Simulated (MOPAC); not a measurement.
MOPAC input (MNDO):

```
MNDO PRECISE GNORM=0.05 LET XYZ UHF MS=0.5 GEO-OK AUX(PRECISION=9) THREADS=1
CH4N

C     0.05713489 1    0.62201518 1    0.05144694 1
N    -0.00528734 1   -0.81344612 1    0.05212403 1
H    -0.94857585 1    1.06891843 1    0.03510111 1
H    -0.51054075 1   -1.09359063 1   -0.79570070 1
H     0.58587122 1    0.98412688 1    0.93348780 1
H     0.56744742 1    1.00257708 1   -0.84643810 1
```

Q: What heat of formation does the run end on?

A: 29.37 kcal/mol.
